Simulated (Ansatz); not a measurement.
# SiCl (quartet): wave-function methods side by side, cc-pVDZ

Aim: climb from Hartree-Fock through coupled cluster and multireference methods for SiCl (quartet) at one geometry and basis, and see what each rung misses.

Program: Ansatz 0.2.0, Gaussian basis. Level of theory: cc-pVDZ, core rule «outside noble gas», up to 10 orbitals frozen. These are calculated values, not measurements.

Plan: UHF; CCSD(T) on ROHF; CCSD(T) on UHF; BCCD(T) on ROHF; CISD as a restricted active space (open shells left free, so some higher excitations enter); CCSDT(Q) on ROHF; CCSDT(Q) on UHF; CASSCF and MRCISD+Q, 11 electrons in 8 orbitals; CASSCF and NEVPT2, 11 electrons in 8 orbitals.

9 further runs of the same task are left out: 3 that didn't finish, 6 set aside as unsound or not needed. Runs told in other sessions of the task aren't counted.

### Step 1. The geometry

The geometry is a PBE0/def2-TZVP stationary point (not a proven minimum) of the parent state, kept for this charge and spin.

2 atoms, charge 0, spin multiplicity 4.

Atoms are counted from 1 here; the program's logs count them from 0.

Bond lengths: Si1–Cl2 2.067 Å.

In the tables R marks a restricted open-shell determinant and U an unrestricted one; 'valence' is the active space of 11 electrons in 8 orbitals; energies count from the table's Hartree-Fock row.

### Step 2. UHF

in.yaml

```yaml
crystal:
  periodic: [false, false, false]
  atoms:
    - {symbol: Si, position_ang: [0.000000, 0.000000, 0.000000]}
    - {symbol: Cl, position_ang: [0.000000, 0.000000, 2.067100]}
basis:
  gaussian: {orbitals: cc-pVDZ}
magnetization: {spin_polarized: true, initial_magnetization: 3}
hamiltonian: {xc: hf}
output: {orbitals: {seedname: orbitals}}
```

Started as:

```bash
$ ansatz run in.yaml --threads 1 --pin off --events-out ev --progress --plain --max-ram 2393MiB
```

Log:

```text
Functional definition: HF
  name "HF"
  cite "Fock, Z. Phys. 61, 126 (1930) doi:10.1007/BF01340294"
  parent pbe
  exchange = exact_x
  correlation = 0
379 factors; integrals over basis functions are off by at most 1.0e-3 eV
mean field evaluation 1: about -20362.1707 eV, gradient 7.6e0 eV
mean field evaluation 2: about -20362.1749 eV, gradient 7.6e0 eV
mean field evaluation 4: about -20363.4171 eV, gradient 2.0e0 eV
mean field evaluation 8: about -20363.5703 eV, gradient 1.8e-1 eV
mean field -20363.57125764 eV, -748.3474407939 hartree, gradient 1.9e-5 eV, S^2 3.753555; 0 other end points of the search recorded, 0 dependent functions left out
reference -20363.57125764 eV, -748.3474407939 hartree; 17, 14 occupied and 19, 22 virtual orbitals, 379 factors
Total energy: -20363.57125764 eV, -748.3474407939 hartree
```

It took 0.27 s on 1 thread of Arm Neoverse V1, shared host.

From the report: ⟨S²⟩ of the determinant 3.754 (pure quartet: 3.75).

### Step 3. CCSD(T) on ROHF

in.yaml

```yaml
crystal:
  periodic: [false, false, false]
  atoms:
    - {symbol: Si, position_ang: [0.000000, 0.000000, 0.000000]}
    - {symbol: Cl, position_ang: [0.000000, 0.000000, 2.067100]}
basis:
  gaussian: {orbitals: cc-pVDZ}
magnetization: {spin_polarized: false, initial_magnetization: 3}
correlation: {method: ccsd_t, electrons: outside_noble_gas}
output: {forces: true}
```

Launched as before.

Log, shortened:

```text
Functional definition: HF
  name "HF"
  cite "Fock, Z. Phys. 61, 126 (1930) doi:10.1007/BF01340294"
  parent pbe
[...]
379 factors; integrals over basis functions are off by at most 1.0e-3 eV
[...]
mean field -20363.53460942 eV, -748.3460939966 hartree, gradient 2.5e-6 eV, S^2 3.750000; 3 other end points of the search recorded, 0 dependent functions left out
determinant -20363.53460942 eV, -748.3460939966 hartree, with singles and doubles -20368.77539684 eV, -748.5386893819 hartree
determinant -20360.71713156 eV, -748.2425535951 hartree, with singles and doubles -20366.37824634 eV, -748.4505957261 hartree
10 core orbitals not correlated: weight in the atoms' cores, before any rotation towards them, 1.000 or more for the frozen orbitals, at most 0.000 for the correlated occupied ones
reference -20363.53460942 eV, -748.3460939966 hartree; 7, 4 occupied and 19, 22 virtual orbitals, 379 factors
second order -4.64614978 eV of doubles, -0.02402776 eV of singles
cycle   1  -5.24107948 eV  change   -2.9e-4 eV  update   8.0e-4
[...]
cycle   8  -5.24142140 eV  change    1.9e-8 eV  update   1.1e-6
perturbative correction -0.12805582 eV, -0.0047059647 hartree
[...]
Total energy: -20368.90408664 eV, -748.5434186450 hartree
Atom 0 at     0.000000     0.000000     0.000000 Å, force    -0.000000     0.000000    -0.811474 eV/Å
Atom 1 at     0.000000     0.000000     2.067100 Å, force     0.000000     0.000000     0.811474 eV/Å
Dipole moment:     0.000000     0.000000    -0.204996 e Å
```

Wall time 2 s (1 thread of Arm Neoverse V1, shared host).

From the report: correlation -5.3695 eV; T1 0.024; largest double amplitude 0.05.

### Step 4. CCSD(T) on UHF

Edit in.yaml of step 3 so:

```diff
@@ -7,3 +7,3 @@
   gaussian: {orbitals: cc-pVDZ}
-magnetization: {spin_polarized: false, initial_magnetization: 3}
+magnetization: {spin_polarized: true, initial_magnetization: 3}
 correlation: {method: ccsd_t, electrons: outside_noble_gas}
```

Same command.

Log, shortened:

```text
Functional definition: HF
  name "HF"
  cite "Fock, Z. Phys. 61, 126 (1930) doi:10.1007/BF01340294"
  parent pbe
[...]
379 factors; integrals over basis functions are off by at most 1.0e-3 eV
[...]
mean field -20363.57125764 eV, -748.3474407939 hartree, gradient 2.5e-6 eV, S^2 3.753555; 1 other end points of the search recorded, 0 dependent functions left out
determinant -20363.57125764 eV, -748.3474407939 hartree, with singles and doubles -20368.77651212 eV, -748.5387303678 hartree
determinant -20361.00655101 eV, -748.2531895637 hartree, with singles and doubles -20366.38360387 eV, -748.4507926116 hartree
10 core orbitals not correlated: weight in the atoms' cores, before any rotation towards them, 1.000 or more for the frozen orbitals, at most 0.000 for the correlated occupied ones
reference -20363.57125764 eV, -748.3474407939 hartree; 7, 4 occupied and 19, 22 virtual orbitals, 379 factors
second order -4.64019669 eV of doubles, -0.00000000 eV of singles
cycle   1  -5.20557011 eV  change   -3.2e-4 eV  update   7.8e-4
[...]
cycle   8  -5.20592401 eV  change    3.6e-7 eV  update   9.1e-7
perturbative correction -0.12712952 eV, -0.0046719236 hartree
[...]
Total energy: -20368.90431117 eV, -748.5434268962 hartree
Atom 0 at     0.000000     0.000000     0.000000 Å, force    -0.000000     0.000000    -0.811697 eV/Å
Atom 1 at     0.000000     0.000000     2.067100 Å, force    -0.000000     0.000000     0.811697 eV/Å
Dipole moment:     0.000000    -0.000000    -0.205095 e Å
```

Wall time 1.7 s (1 thread of Arm Neoverse V1, shared host).

From the report: ⟨S²⟩ of the determinant 3.754 (pure quartet: 3.75); correlation -5.3331 eV; T1 0.020; largest double amplitude 0.05.

### Step 5. BCCD(T) on ROHF

in.yaml

```yaml
crystal:
  periodic: [false, false, false]
  atoms:
    - {symbol: Si, position_ang: [0.000000, 0.000000, 0.000000]}
    - {symbol: Cl, position_ang: [0.000000, 0.000000, 2.067100]}
basis:
  gaussian: {orbitals: cc-pVDZ}
magnetization: {spin_polarized: false, initial_magnetization: 3}
correlation: {method: bccd_t, electrons: outside_noble_gas}
```

The command is unchanged.

Log, shortened:

```text
Functional definition: HF
  name "HF"
  cite "Fock, Z. Phys. 61, 126 (1930) doi:10.1007/BF01340294"
  parent pbe
[...]
379 factors; integrals over basis functions are off by at most 1.0e-3 eV
[...]
mean field -20363.53460942 eV, -748.3460939966 hartree, gradient 2.5e-6 eV, S^2 3.750000; 3 other end points of the search recorded, 0 dependent functions left out
determinant -20363.53460942 eV, -748.3460939966 hartree, with singles and doubles -20368.77539684 eV, -748.5386893819 hartree
determinant -20360.71713156 eV, -748.2425535951 hartree, with singles and doubles -20366.37824634 eV, -748.4505957261 hartree
10 core orbitals not correlated: weight in the atoms' cores, before any rotation towards them, 1.000 or more for the frozen orbitals, at most 0.000 for the correlated occupied ones
reference -20363.53460942 eV, -748.3460939966 hartree; 7, 4 occupied and 19, 22 virtual orbitals, 379 factors
second order -4.64614978 eV of doubles, -0.02402776 eV of singles
cycle   1  -5.23596069 eV  change    4.8e-3 eV  update   1.0e-2
[...]
cycle   9  -5.23494156 eV  change   -1.2e-6 eV  update   3.3e-6
perturbative correction -0.13322133 eV, -0.0048957936 hartree
Total energy: -20368.90277231 eV, -748.5433703440 hartree
```

Wall time 1.5 s (1 thread of Arm Neoverse V1, shared host).

From the report: correlation -5.3682 eV; largest double amplitude 0.05.

### Step 6. CISD as a restricted active space (open shells left free, so some higher excitations enter)

Edit in.yaml of step 5 so:

```diff
@@ -8,2 +8,2 @@
 magnetization: {spin_polarized: false, initial_magnetization: 3}
-correlation: {method: bccd_t, electrons: outside_noble_gas}
+correlation: {active_space: {ras: {orbitals: [4, 3, 19], electrons: 11, max_holes: 2, max_particles: 2}, fixed_orbitals: true}}
```

Launched as before.

Log:

```text
Functional definition: HF
  name "HF"
  cite "Fock, Z. Phys. 61, 126 (1930) doi:10.1007/BF01340294"
  parent pbe
  exchange = exact_x
  correlation = 0
379 factors; integrals over basis functions are off by at most 1.0e-3 eV
mean field evaluation 1: about -20362.3706 eV, gradient 8.2e0 eV
mean field evaluation 2: about -20362.3743 eV, gradient 8.2e0 eV
mean field evaluation 4: about -20363.4691 eV, gradient 1.9e0 eV
mean field evaluation 8: about -20363.5346 eV, gradient 3.5e-4 eV
mean field evaluation 16: about -20360.7171 eV, gradient 2.6e-5 eV
mean field -20363.53460942 eV, -748.3460939966 hartree, gradient 2.5e-6 eV, S^2 3.750000; 3 other end points of the search recorded, 0 dependent functions left out
reference -20363.53460942 eV, -748.3460939966 hartree; 17, 14 occupied and 19, 22 virtual orbitals, 379 factors
state -20368.48484578 eV, -748.5280118275 hartree
Total energy: -20368.48484578 eV, -748.5280118275 hartree
```

It took 3.8 s on 1 thread of Arm Neoverse V1, shared host.

From the report: 19,573 determinants.

### Step 7. CCSDT(Q) on ROHF

Edit in.yaml of step 6 so:

```diff
@@ -8,2 +8,2 @@
 magnetization: {spin_polarized: false, initial_magnetization: 3}
-correlation: {active_space: {ras: {orbitals: [4, 3, 19], electrons: 11, max_holes: 2, max_particles: 2}, fixed_orbitals: true}}
+correlation: {method: ccsdt_q, electrons: outside_noble_gas}
```

The command is unchanged.

Log, shortened:

```text
Functional definition: HF
  name "HF"
  cite "Fock, Z. Phys. 61, 126 (1930) doi:10.1007/BF01340294"
  parent pbe
[...]
672 factors; integrals over basis functions are off by at most 1.3e-7 eV
[...]
mean field -20363.53471820 eV, -748.3460979943 hartree, gradient 2.6e-6 eV, S^2 3.750000; 3 other end points of the search recorded, 0 dependent functions left out
determinant -20363.53471820 eV, -748.3460979943 hartree, with singles and doubles -20368.77550332 eV, -748.5386932952 hartree
determinant -20360.71724477 eV, -748.2425577553 hartree, with singles and doubles -20366.37837952 eV, -748.4506006201 hartree
10 core orbitals not correlated: weight in the atoms' cores, before any rotation towards them, 1.000 or more for the frozen orbitals, at most 0.000 for the correlated occupied ones
reference -20363.53471820 eV, -748.3460979943 hartree; 7, 4 occupied and 19, 22 virtual orbitals, 672 factors
second order -4.64614975 eV of doubles, -0.02402819 eV of singles
cycle   1  -5.05275916 eV  change   -3.8e-1 eV  update   6.6e-2
[...]
cycle  16  -5.38787129 eV  change   -5.2e-7 eV  update   8.8e-7
perturbative correction -0.01095028 eV, -0.0004024153 hartree
Total energy: -20368.93353976 eV, -748.5445010273 hartree
```

It took 8.5 s on 1 thread of Arm Neoverse V1, shared host.

From the report: correlation -5.3988 eV; T1 0.026; largest double amplitude 0.06.

### Step 8. CCSDT(Q) on UHF

Edit in.yaml of step 7 so:

```diff
@@ -7,3 +7,3 @@
   gaussian: {orbitals: cc-pVDZ}
-magnetization: {spin_polarized: false, initial_magnetization: 3}
+magnetization: {spin_polarized: true, initial_magnetization: 3}
 correlation: {method: ccsdt_q, electrons: outside_noble_gas}
```

Same command.

Log, shortened:

```text
Functional definition: HF
  name "HF"
  cite "Fock, Z. Phys. 61, 126 (1930) doi:10.1007/BF01340294"
  parent pbe
[...]
672 factors; integrals over basis functions are off by at most 1.3e-7 eV
[...]
mean field -20363.57136654 eV, -748.3474447958 hartree, gradient 2.5e-6 eV, S^2 3.753555; 1 other end points of the search recorded, 0 dependent functions left out
determinant -20363.57136654 eV, -748.3474447958 hartree, with singles and doubles -20368.77661808 eV, -748.5387342618 hartree
determinant -20361.00666835 eV, -748.2531938760 hartree, with singles and doubles -20366.38373746 eV, -748.4507975211 hartree
10 core orbitals not correlated: weight in the atoms' cores, before any rotation towards them, 1.000 or more for the frozen orbitals, at most 0.000 for the correlated occupied ones
reference -20363.57136654 eV, -748.3474447958 hartree; 7, 4 occupied and 19, 22 virtual orbitals, 672 factors
second order -4.64019655 eV of doubles, -0.00000000 eV of singles
cycle   1  -5.02337143 eV  change   -3.8e-1 eV  update   6.5e-2
[...]
cycle  16  -5.35155802 eV  change   -6.0e-7 eV  update   7.0e-7
perturbative correction -0.01199400 eV, -0.0004407712 hartree
Total energy: -20368.93491855 eV, -748.5445516969 hartree
```

Run time: 7 s. Hardware: 1 thread of Arm Neoverse V1, shared host.

From the report: ⟨S²⟩ of the determinant 3.754 (pure quartet: 3.75); correlation -5.3636 eV; T1 0.022; largest double amplitude 0.05.

### Step 9. CASSCF and MRCISD+Q, 11 electrons in 8 orbitals

in.yaml

```yaml
crystal:
  periodic: [false, false, false]
  atoms:
    - {symbol: Si, position_ang: [0.000000, 0.000000, 0.000000]}
    - {symbol: Cl, position_ang: [0.000000, 0.000000, 2.067100]}
basis:
  gaussian: {orbitals: cc-pVDZ}
magnetization: {spin_polarized: false, initial_magnetization: 3}
correlation: {method: fic_mrcisd_q, electrons: outside_noble_gas, active_space: {window: {electrons: 11, orbitals: 8}, shells: [{species: Cl, l: s, shell: 3}, {species: Cl, l: p, shell: 3}, {species: Si, l: s, shell: 3}, {species: Si, l: p, shell: 3}]}}
```

Same command.

Log, shortened:

```text
Functional definition: HF
  name "HF"
  cite "Fock, Z. Phys. 61, 126 (1930) doi:10.1007/BF01340294"
  parent pbe
[...]
672 factors; integrals over basis functions are off by at most 1.3e-7 eV
[...]
mean field -20363.53471820 eV, -748.3460979943 hartree, gradient 2.6e-6 eV, S^2 3.750000; 3 other end points of the search recorded, 0 dependent functions left out
reference -20363.53471820 eV, -748.3460979943 hartree; 17, 14 occupied and 19, 22 virtual orbitals, 672 factors
state -20363.98098117 eV, -748.3624978560 hartree
contracted CI cycle   1: correlation 0.00000000 eV, 0.0000000000 hartree, residual 1.75e1 eV
contracted CI cycle   2: correlation -4.39502581 eV, -0.1615142196 hartree, residual 3.08e0 eV
contracted CI cycle   3: correlation -4.55082790 eV, -0.1672398408 hartree, residual 6.83e-1 eV
contracted CI cycle   4: correlation -4.55903487 eV, -0.1675414413 hartree, residual 1.54e-1 eV
contracted CI cycle   5: correlation -4.55943460 eV, -0.1675561310 hartree, residual 3.58e-2 eV
contracted CI cycle   6: correlation -4.55945697 eV, -0.1675569530 hartree, residual 8.12e-3 eV
contracted CI cycle   7: correlation -4.55945816 eV, -0.1675569970 hartree, residual 1.85e-3 eV
contracted CI cycle   8: correlation -4.55945822 eV, -0.1675569991 hartree, residual 4.26e-4 eV
state -20363.98098117 eV, -748.3624978560 hartree; corrected -20368.88536871 eV, -748.5427307738 hartree
Total energy: -20368.88536871 eV, -748.5427307738 hartree
Checks for a lower state left out: starts, orbital_swaps
```

Run time: 2 s. Hardware: 1 thread of Arm Neoverse V1, shared host.

From the report: 160 determinants; active occupations 2.00, 2.00, 2.00, 1.98, 1.00, 1.00, 1.00, 0.02.

### Step 10. CASSCF and NEVPT2, 11 electrons in 8 orbitals

in.yaml

```yaml
crystal:
  periodic: [false, false, false]
  atoms:
    - {symbol: Si, position_ang: [0.000000, 0.000000, 0.000000]}
    - {symbol: Cl, position_ang: [0.000000, 0.000000, 2.067100]}
basis:
  gaussian: {orbitals: cc-pVDZ}
magnetization: {spin_polarized: false, initial_magnetization: 3}
correlation: {method: sc_nevpt2, electrons: outside_noble_gas, active_space: {window: {electrons: 11, orbitals: 8}, shells: [{species: Cl, l: s, shell: 3}, {species: Cl, l: p, shell: 3}, {species: Si, l: s, shell: 3}, {species: Si, l: p, shell: 3}]}}
```

Launched as before.

Log:

```text
Functional definition: HF
  name "HF"
  cite "Fock, Z. Phys. 61, 126 (1930) doi:10.1007/BF01340294"
  parent pbe
  exchange = exact_x
  correlation = 0
672 factors; integrals over basis functions are off by at most 1.3e-7 eV
mean field evaluation 1: about -20362.3706 eV, gradient 8.2e0 eV
mean field evaluation 2: about -20362.3744 eV, gradient 8.2e0 eV
mean field evaluation 4: about -20363.4693 eV, gradient 1.9e0 eV
mean field evaluation 8: about -20363.5347 eV, gradient 3.5e-4 eV
mean field evaluation 16: about -20360.7172 eV, gradient 2.6e-5 eV
mean field -20363.53471820 eV, -748.3460979943 hartree, gradient 2.6e-6 eV, S^2 3.750000; 3 other end points of the search recorded, 0 dependent functions left out
reference -20363.53471820 eV, -748.3460979943 hartree; 17, 14 occupied and 19, 22 virtual orbitals, 672 factors
state -20363.98098117 eV, -748.3624978560 hartree
state -20363.98098117 eV, -748.3624978560 hartree; corrected -20367.82483818 eV, -748.5037569955 hartree
Total energy: -20367.82483818 eV, -748.5037569955 hartree
Checks for a lower state left out: starts, orbital_swaps
```

Wall time 1.2 s (1 thread of Arm Neoverse V1, shared host).

From the report: 160 determinants; active occupations 2.00, 2.00, 2.00, 1.98, 1.00, 1.00, 1.00, 0.02.

### Step 11. How many determinants matter

Natural occupations of the CASSCF valence state about the gap (report; correlated orbitals 3 to 8): 1.997, 1.980, 1.002, 1.002, 1.002, 0.020. The count of effectively unpaired electrons, Σ n²(2 − n)², is 3.00; a single determinant of this spin has 3.

### Step 12. Misses and costs

The yardstick is UCCSDT(Q), where the cluster series has nearly closed. Rows without a time are mean-field rows or come out of runs for another level: lower rungs of the coupled-cluster runs, CASSCF and MRCISD of the multireference runs, or the Hartree-Fock search. The times of RCCSD(T), UCCSD(T) include forces.

Differences are taken before rounding.

```
          method  energy from the lowest ROHF (kcal/mol)  from UCCSDT(Q) (kcal/mol)   time
             ROHF                                   0.00                    +124.53       
             UHF                                  -0.85                    +123.69       
            RMP2                                -107.70                     +16.84       
            UMP2                                -107.85                     +16.68       
            CISD                                -114.16                     +10.38  3.8 s
           RCCSD                                -120.87                      +3.66       
           UCCSD                                -120.90                      +3.64       
        RCCSD(T)                                -123.82                      +0.71    2 s
        UCCSD(T)                                -123.83                      +0.71  1.7 s
         BCCD(T)                                -123.79                      +0.74  1.5 s
          RCCSDT                                -124.25                      +0.28       
          UCCSDT                                -124.26                      +0.28       
       RCCSDT(Q)                                -124.50                      +0.03  8.5 s
       UCCSDT(Q)                                -124.53                          0    7 s
  CASSCF valence                                 -10.29                    +114.24       
  NEVPT2 valence                                 -98.94                     +25.60  1.2 s
  MRCISD valence                                -115.44                      +9.10       
MRCISD+Q valence                                -123.39                      +1.14    2 s
```

Among the levels timed on like hardware and quicker than the yardstick, those that no quicker one beats, quickest first: NEVPT2 valence (1.2 s, +25.60 kcal/mol); BCCD(T) (1.5 s, +0.74 kcal/mol); UCCSD(T) (1.7 s, +0.71 kcal/mol).

### Step 13. Summary of results

```
                         quantity                                                   value
    UCCSDT(Q) from the ROHF energy                                              -5.4003 eV
              RMP2 from UCCSDT(Q)                                         +16.84 kcal/mol
              UMP2 from UCCSDT(Q)                                         +16.68 kcal/mol
             RCCSD from UCCSDT(Q)                                          +3.66 kcal/mol
          RCCSD(T) from UCCSDT(Q)                                          +0.71 kcal/mol
          UCCSD(T) from UCCSDT(Q)                                          +0.71 kcal/mol
         RCCSDT(Q) from UCCSDT(Q)                                          +0.03 kcal/mol
    NEVPT2 valence from UCCSDT(Q)                                         +25.60 kcal/mol
  MRCISD+Q valence from UCCSDT(Q)                                          +1.14 kcal/mol
levels within 1 kcal/mol (43 meV)  RCCSD(T), UCCSD(T), BCCD(T), RCCSDT, UCCSDT, RCCSDT(Q)
                    T1 diagnostic                                                   0.024
   effectively unpaired electrons                                                    3.00
```

What this shows: RCCSD(T) misses by +0.71 kcal/mol, 0.6 % of the correlation energy. One determinant dominates. Of the multireference levels listed MRCISD+Q valence comes nearest in total energy (+1.14 kcal/mol), which doesn't show that its space is the better one. These misses are within one basis, not against nature; the frozen cores of restricted and unrestricted runs differ, which can shift their rows.

With open shells the CI space here admits some higher excitations, so it is larger than plain CISD.

For cost: UCCSD(T) gets within 0.71 kcal/mol in 1.7 s, where UCCSDT(Q) took 7 s; the quickest level in the cost chart, NEVPT2 valence, takes 1.2 s and misses by 25.60 kcal/mol.
